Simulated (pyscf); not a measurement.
H₂Al–Cl + ammonia (NH₃) -> H₂N–AlH–Cl + hydrogen (H₂) (four-centre exchange; singlet surface; Al–H, H–N broken, Al–N, H–H formed). Optimised with ωB97X-D3(BJ)/def2-SVP in PySCF. Energies in kJ/mol from the separated reactants.

```
level                   barrier  reaction energy
----------------------  -------  ---------------
ωB97X-D3(BJ)/def2-TZVP     -0.7            -82.6
PBE/def2-TZVP             -11.7            -76.8
r²SCAN/def2-TZVP            ___              ___
B3LYP-D3(BJ)/def2-TZVP      0.2            -82.0
M06-2X/def2-TZVP           -4.6            -95.2
HF/def2-TZVP                ___            -65.8
```

Problem. Some entries are withheld; supply them.

Solution. 
- r²SCAN/def2-TZVP, barrier: -17.0
- r²SCAN/def2-TZVP, reaction energy: -86.9
- HF/def2-TZVP, barrier: 63.8

On the reactant side the descent ends in an adduct with a Al–N contact, 144.1 kJ/mol under the separated species and 143.3 kJ/mol under the saddle at ωB97X-D3(BJ)/def2-TZVP. At ωB97X-D3(BJ)/def2-TZVP, PBE, r²SCAN, M06-2X the saddle lies under the separated reactants, which points to a path from their complex (located at ωB97X-D3(BJ) alone). What is counted as formed (Al–N) is already present as a longer contact in the reactant adduct; forming that adduct is a step of its own. At the saddle there is also a short Al–H contact that neither side keeps. This is the saddle that the search found; another between the same sides may lie lower.
